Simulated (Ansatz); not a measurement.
Input file:

```yaml
crystal:
  periodic: [false, false, false]
  atoms:
    - {symbol: Al, position_ang: [0.067598, 0.148566, 1.188160]}
    - {symbol: O, position_ang: [-0.097276, -0.199498, -0.434295]}
    - {symbol: O, position_ang: [-0.020656, 0.023994, -1.705914]}
    - {symbol: H, position_ang: [0.062453, -1.191114, 2.166472]}
basis:
  gaussian: {orbitals: 6-31G}
magnetization: {spin_polarized: false}
hamiltonian: {xc: {name: PBE0}}
correlation: {method: ccsd_t, electrons: valence}
scf: {omitted_lower_state_checks: [cluster_reference]}
scf: {max_iter: 3}
```

```sh
$ ansatz run in.yaml --threads 1 --pin off --events-out ev --progress --plain --max-ram 2393MiB
```

How does this run end?

Refused. The settings were drawn as a stress test.
```
Error: YAML parse error: error: line 14 column 1: duplicate mapping key: scf, set DuplicateKeyPolicy in Options if acceptable
  --> <input>:14:1
   |
12 | correlation: {method: ccsd_t, electrons: valence}
13 | scf: {omitted_lower_state_checks: [cluster_reference]}
14 | scf: {max_iter: 3}
   | ^ duplicate mapping key: scf, set DuplicateKeyPolicy in Options if acceptable
```
